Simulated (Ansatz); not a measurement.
**Al₂H₂ (singlet): the correlation ladder, cc-pVTZ**

The task here is to estimate one member of a computed series from the others.

The runs use Ansatz 0.2.0, Gaussian basis; cc-pVTZ, core rule «outside noble gas», up to 10 orbitals frozen.

Plan: UHF; CCSD(T) on RHF; CCSD(T) on UHF; BCCD(T) on RHF; CCSDT(Q) on RHF; CCSDT(Q) on UHF.

16 further runs of the same task are left out: 10 for a known fault of the program, 6 set aside as unsound or not needed.

### What is computed

The geometry is a PBE0/def2-TZVP stationary point (not a proven minimum) of the parent state, kept for this charge and spin.

4 atoms, charge 0, spin multiplicity 1.

Atoms are counted from 1 here; the program's logs count them from 0.

Bond lengths: Al1–Al2 2.545 Å, Al1–H3 1.589 Å, Al1–H4 1.589 Å. Angles: Al2–Al1–H3 116.8°, Al2–Al1–H4 116.8°, H3–Al1–H4 126.5°.

As a file:

```xyz
4
charge 0, multiplicity 1
Al    0.00000    0.00000   -1.20096
Al    0.00000    0.00000    1.34414
H     0.00000    1.41840   -1.91646
H     0.00000   -1.41840   -1.91646
```

Set-up of the first run:

Contents of in.yaml:

```yaml
crystal:
  periodic: [false, false, false]
  atoms:
    - {symbol: Al, position_ang: [0.000000, 0.000000, -1.200958]}
    - {symbol: Al, position_ang: [0.000000, 0.000000, 1.344142]}
    - {symbol: H, position_ang: [0.000000, 1.418400, -1.916458]}
    - {symbol: H, position_ang: [0.000000, -1.418400, -1.916458]}
basis:
  gaussian: {orbitals: cc-pVTZ}
magnetization: {spin_polarized: true, initial_magnetization: 0}
hamiltonian: {xc: hf}
output: {orbitals: {seedname: orbitals}}
```

Started as:

```bash
> ansatz run in.yaml --threads 1 --pin off --events-out ev --progress --plain --max-ram 4096MiB --backend cpu
```

Among the steps run: UHF; CCSD(T) on RHF; CCSD(T) on UHF; BCCD(T) on RHF; CCSDT(Q) on RHF; CCSDT(Q) on UHF.

One table of the session follows, with a row left open; its other results are not shown here.

| method | from RCCSDT(Q) (meV) |
| --- | --- |
| RHF | +4788.9 |
| UHF | +4398.1 |
| RMP2 | +1183.7 |
| UMP2 | +1274.1 |
| RCCSD | +167.2 |
| UCCSD | +188.4 |
| RCCSD(T) | +37.6 |
| UCCSD(T) | +61.5 |
| BCCD(T) | +37.2 |
| RCCSDT | +7.8 |
| UCCSDT | ? |
| RCCSDT(Q) | 0 |
| UCCSDT(Q) | +3.5 |

Estimate the missing values for UCCSDT.

As computed: from RCCSDT(Q) (meV): +14.6. In the column «from RCCSDT(Q) (meV)» it lies between RCCSDT (+7.8) and BCCD(T) (+37.2).

Some runs used a GPU and others CPU threads alone; cost is compared among the CPU runs only.

Limits of these values: The determinant is far from a pure spin state, so its energy mixes those of several spin states (harmless only where they are near-degenerate, as at dissociation). Restricted and unrestricted rows rest on different reference determinants; where their highest levels disagree by more than a few hundredths of an eV, they describe different states and don't form one ladder.
